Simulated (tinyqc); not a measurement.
Ways to converge the cycle: SCF convergence aids in the sto-6g basis, for H3O+, spin multiplicity 1. Computed by the program tinyqc with PySCF. RHF with one setting changed at a time; a run stops when the energy changes by less than 1e-09 hartree and the error matrix is below 1e-5. The start is the Wolfsberg-Helmholz matrix. Damping d keeps d of the old density; a shift (hartree) raises the virtual levels; DIIS n extrapolates F over n matrices.

Geometry (angstrom):
```
atom,x,y,z
O,0.0000,0.0000,0.1520
H,1.1000,0.0000,0.0000
H,-0.5500,0.9530,0.0000
H,-0.5500,-0.9530,0.0000
```

lowest restricted solution found by these runs and by PySCF = -75.999193 hartree

Largest element of the error matrix X^T (FDS - SDF) X:
```
iteration,plain,damping 0.3,damping 0.6,shift 0.4,DIIS 3,DIIS 8
1,5.2e-01,5.2e-01,5.2e-01,5.2e-01,5.2e-01,5.2e-01
2,1.2e-01,1.8e-01,3.3e-01,1.2e-01,1.2e-01,1.2e-01
3,2.3e-02,6.8e-02,2.0e-01,6.0e-02,2.4e-02,2.4e-02
4,9.2e-03,3.6e-02,1.3e-01,2.7e-02,6.0e-03,6.0e-03
5,1.7e-03,1.9e-02,7.9e-02,1.2e-02,9.1e-04,8.6e-04
6,7.4e-04,9.5e-03,4.9e-02,5.2e-03,3.9e-04,4.2e-05
8,1.3e-04,2.4e-03,2.6e-02,1.3e-03,5.4e-06,2.9e-08
10,2.8e-05,6.2e-04,1.4e-02,5.1e-04,-,-
14,-,6.3e-05,3.8e-03,8.3e-05,-,-
20,-,3.5e-06,5.2e-04,-,-,-
30,-,-,2.6e-05,-,-,-
```

How each run ends:
```
run,iterations,E (hartree),state
plain,12,-75.999193,lowest found
damping 0.3,20,-75.999193,lowest found
damping 0.6,40,-75.999193,lowest found
shift 0.4,19,-75.999193,lowest found
DIIS 3,8,-75.999193,lowest found
DIIS 8,8,-75.999193,lowest found
```

What does the comparison show, and why?

6 of 6 runs reach the lowest restricted solution found, in 8 to 40 iterations (fastest: DIIS 3, DIIS 8). Plain steps already contract here, so damping only slows them. DIIS 3 and DIIS 8 gain by cancelling the error over several earlier matrices, much as a quasi-Newton step does.
